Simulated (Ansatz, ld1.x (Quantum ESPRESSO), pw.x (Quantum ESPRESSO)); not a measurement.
## Se (Z = 34): one change to the ultrasoft potential, in the atom and in the diamond crystal

ld1.x (Quantum ESPRESSO) 7.5 input, shortened:

```
&input
   title='Se', zed=34., rel=1, dft='PW', iswitch=3,
   config='[Ar] 3d10 4s2 4p4 4d-2'
 /
 &inputp
   pseudotype=3, tm=.true., lloc=-1, rcloc=1.70,
   nlcc=.false.,
   which_augfun='PSQ', rmatch_augfun_nc=.true.
 /
5
4S  1  0   2.00   0.00  1.40  1.60  0.0
4S  1  0   0.00  -0.90  1.40  1.60  0.0
4P  2  1   4.00   0.00  1.85  2.05  0.0
4P  2  1   0.00   2.30  1.85  2.05  0.0
4D  3  2  -2.00  -0.05  1.30  1.60  0.0
 &test
   configts(1)='4s2 4p4'
 /
```

Change: core correction a·sin(br)/r model core inside 1.50 bohr.

Cutoffs, loose and tight: the cutoffs (Ry, on a coarse ladder) from which the occupation-weighted sum of valence levels, in a spherical-Bessel basis at the reference potential, stays within 10 and 1 mRy of its value at 400 Ry. They do not see the model core or the augmentation charge, which bear on the density cutoff. Test errors are all-electron minus pseudo excitation energies from the reference, over the configurations 4s2 4p3; 4s2 4p2; 4s2 4p1; 4s1 4p4; 4s0 4p6; 4s2 4p0; 4s2 4p3.5 (two spin-polarised tests are not counted in the largest error); variants that change the core or the reference have their own tests.

Crystal test: diamond Se in pw.x 7.5, no spin, 8³ k-points, Fermi–Dirac smearing 0.01 Ry, cutoffs set for each file from its atomic test. The reference is all-electron LAPW (Ansatz 0.2.0) with the same functional, mesh and smearing; V0 and B0 come from Birch–Murnaghan fits to the pressures at five volumes. Errors are pseudo minus all-electron; Δ is the rms difference of the E(V) curves that follow from these fits, minima aligned, over ±6 % about the mean V0. Mesh and smearing are coarse, so the numbers serve the comparison and aren't converged zero-temperature values; the lattice is a test structure that the element need not adopt.

All-electron: a0 = 6.169 Å (V0 = 29.35 Å³/atom), B0 = 47.0 GPa.

Does the change bring the crystal closer to the all-electron result?

The mean pressure error goes from -0.13 to -0.05 GPa, so the change moves the solid closer to the all-electron pressures. At 80 % of its cutoff the pressure of the changed file moves by -0.07 GPa.

```json
{"quantity": "outcome (atom)", "base": "generated", "changed": "generated"}
{"quantity": "cutoff, loose (atom)", "base": "15 Ry", "changed": "15 Ry"}
{"quantity": "cutoff, tight (atom)", "base": "21 Ry", "changed": "21 Ry"}
{"quantity": "bound ghosts (atom)", "base": "none", "changed": "none"}
{"quantity": "largest test error (meV) (atom)", "base": "+146", "changed": "-160"}
{"quantity": "cutoffs in pw.x (Ry)", "base": "40/380", "changed": "40/380"}
{"quantity": "a0 (Å)", "base": "6.164", "changed": "6.167"}
{"quantity": "a0 error (%)", "base": "-0.09", "changed": "-0.04"}
{"quantity": "B0 error (%)", "base": "+0.1", "changed": "+0.3"}
{"quantity": "Δ (meV/atom)", "base": "0.9", "changed": "0.3"}
{"quantity": "mean pressure error (GPa)", "base": "-0.13", "changed": "-0.05"}
```

 The atomic cutoffs weigh occupied waves only.
